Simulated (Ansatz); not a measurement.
# C3H4ClF: the cost of one run

All numbers below are computed with Ansatz 0.2.0 (UKS PBE/def2-SVP).

### 1 The structure to begin with

Bond lengths: C1–C2 1.297 Å, C2–F3 1.326 Å, C2–C4 1.471 Å, C4–Cl5 1.778 Å, C1–H6 1.103 Å, C1–H7 1.096 Å, C4–H8 1.125 Å, C4–H9 1.049 Å. Angles: C1–C2–F3 116.2°, C1–C2–C4 128.4°, F3–C2–C4 115.2°, C2–C1–H6 123.1°, C2–C1–H7 122.2°, H6–C1–H7 114.0°, C2–C4–Cl5 112.4°, C2–C4–H8 108.9°, C2–C4–H9 111.7°, Cl5–C4–H8 104.7°, Cl5–C4–H9 112.5°, H8–C4–H9 106.2°.

Structure file:

```xyz
9

C    -0.4148    0.7117    1.1244
C     0.3977    0.2138    0.2441
F     1.6694    0.5728    0.3516
C     0.1093   -0.7642   -0.8160
Cl    0.1677   -0.0413   -2.4391
H    -0.1134    1.4779    1.8577
H    -1.4943    0.5228    1.0959
H    -0.9506   -1.1244   -0.7023
H     0.7173   -1.6153   -0.7334
```

### 2 Relaxing end A

input.yaml

```yaml
crystal:
  periodic: [false, false, false]
  atoms:
    - { symbol: C, position_ang: [-0.4148, 0.7117, 1.1244] }
    - { symbol: C, position_ang: [0.3977, 0.2138, 0.2441] }
    - { symbol: F, position_ang: [1.6694, 0.5728, 0.3516] }
    - { symbol: C, position_ang: [0.1093, -0.7642, -0.816] }
    - { symbol: Cl, position_ang: [0.1677, -0.0413, -2.4391] }
    - { symbol: H, position_ang: [-0.1134, 1.4779, 1.8577] }
    - { symbol: H, position_ang: [-1.4943, 0.5228, 1.0959] }
    - { symbol: H, position_ang: [-0.9506, -1.1244, -0.7023] }
    - { symbol: H, position_ang: [0.7173, -1.6153, -0.7334] }
magnetization:
  spin_polarized: true
basis:
  gaussian: { orbitals: def2-SVP }
hamiltonian:
  xc: pbe
relax:
  f_tol: 0.02
  max_steps: 50
output:
  orbitals: {}
```

Started as:

```sh
$ ansatz run input.yaml --threads 2 --pin off --max-ram 3072MiB --backend cpu --events-out ev --progress --plain --runs-dir out
```

What time and memory should one allow on 2 threads of Arm Neoverse N1, shared host?

About 30 s, with a peak of 0.16 GiB.
